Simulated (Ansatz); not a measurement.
Total energies of nitrogen.

| atom | x (Å) | y (Å) | z (Å) |
| --- | --- | --- | --- |
| N1 | 0.3888 | 0.3771 | 0.0586 |
| N2 | -0.3888 | -0.3771 | -0.0586 |

The species carries charge 0 and has multiplicity 1. The geometry is a stationary point of PBE0-D4/def2-TZVP. Basis def2-TZVPP, Ansatz.

RPA on PBE orbitals: Hartree–Fock energy of these orbitals -108.97329 Eh, correlation -0.55460 Eh (frozen core).

```csv
functional,energy without D4 (Eh),D4 term (kJ/mol)
LDA (SPW92),-108.68669,–
PBE,-109.45151,-1.0
revPBE,-109.54749,-3.9
r2SCAN,-109.51209,-0.2
PBE0,-109.44630,-0.8
r2SCANh,-109.50397,-0.2
r2SCAN0,-109.49215,-0.2
BHLYP,-109.51220,-1.0
CAM-B3LYP,-109.52937,-0.8
LC-ωPBE,-109.49661,–
ωB97X-V,-109.53988,–
ωB97M-V,-109.55196,–
B2PLYP,-109.50286,–
PBE-QIDH,-109.43189,–
```

(1) Give the same for BLYP, B97M-V, B3LYP, HSE06 (plane-wave form). (Estimate.)

B3LYP takes the VWN-RPA correlation (the form of Gaussian; ORCA's B3LYP/G). HSE06 is the plane-wave form, built on full-range PBE exchange. The double hybrids freeze the cores in their second-order part.

## Answers

(1) The calculation gave: 
| functional | energy without D4 (Eh) | D4 term (kJ/mol) |
| --- | --- | --- |
| BLYP | -109.56072 | -2.3 |
| B97M-V | -109.55398 | – |
| B3LYP | -109.57325 | -1.5 |
| HSE06 (plane-wave form) | -109.44114 | -0.7 |

LC-ωPBE has ω = 0.4 bohr⁻¹.
